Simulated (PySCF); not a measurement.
**Dipole moment and polarisability of `C[C@@H]1S[C@H]1F`**

Species: C3H5FS.
Cartesian coordinates in Å at the GFN2-xTB level; atoms count from 1:
```
atom  x, y, z in Å
C1     1.2608   -0.1568   -0.2130
C2    -0.1080    0.4627   -0.2430
S3    -0.7570    1.2015    1.2878
C4    -1.2661   -0.2423    0.3497
F5    -2.4533   -0.1871   -0.2947
H6     1.3763   -0.8342   -1.0582
H7     1.4076   -0.7133    0.7096
H8     2.0243    0.6149   -0.2793
H9    -0.3256    1.0638   -1.1204
H10   -1.1501   -1.2045    0.8390
```

Level: CAM-B3LYP/def2-SVPD (PySCF), static field, nuclei fixed, core orbitals frozen in the response. The polarisability tensor in these axes (au):

```
x   57.74 -1.25 -3.06
y   -1.25 54.44  6.73
z   -3.06  6.73 56.08
```

What are the eigenvalues, a third of the trace, and Δα (Δα² = ½Σ(αi − αj)² over the three pairs)?

Principal values 48.34, 56.23 and 63.69 au; mean 56.09 au = 8.31 Å³ = 9.25 × 10⁻⁴⁰ C²·m²/J; Δα = 13.29 au (24 % of the mean).

What is the dipole moment, and where does it point?

(2.01, -1.10, -0.73) D, 2.41 D in size, pointing from the negative to the positive side. Measured along this direction, the outermost atoms are F5 at the negative end and H6 at the positive end.

Traceless (Buckingham) quadrupole moment about the centre of nuclear charge: eigenvalues?

-5.08, 0.57, 4.51 D·Å. The values depend on the origin, since the dipole doesn't vanish. The electronic extent ⟨r²⟩ about the same centre is 518 bohr², a root-mean-square distance of 1.74 Å for the 48 electrons.

Directions of the eigenvectors, and the extent of the frame along each?

Largest value along (-0.47, 0.56, 0.68), where the nuclei span 3.74 Å; middle along (0.87, 0.40, 0.27), 4.24 Å; least along (-0.12, 0.72, -0.68), 2.87 Å. The strongest response doesn't lie along the longest of the three spans.

In TDDFT the mean static polarisability is Σ f/ω² over all singlet excitations (ω in hartree). How much of it do the 8 lowest give? Their energies (eV) and oscillator strengths: 5.05, 0.0001; 6.62, 0.0162; 7.07, 0.0492; 7.16, 0.0338; 7.47, 0.0419; 7.68, 0.0772; 7.88, 0.0127; 8.25, 0.0116.

They add up to 3.30 au, 5.9 % of the 56.09 au; the largest single term is 0.97 au, from the state at 7.68 eV. Terms in order: 0.00, 0.27, 0.73, 0.49, 0.55, 0.97, 0.15, 0.13 au. Higher excitations give the rest. The strengths listed sum to 0.243.

Find the Langevin capture rate constant for H3O+ (19.018 u) meeting this molecule (92.010 u), k = 2.342 × 10⁻⁹ cm³/s × √(α in Å³ / reduced mass in u).

The reduced mass is 15.76 u, so k = 1.70 × 10⁻⁹ cm³/s. The formula leaves out the permanent dipole, which adds to the capture rate.

Isolated species at its GFN2-xTB geometry, gas phase.
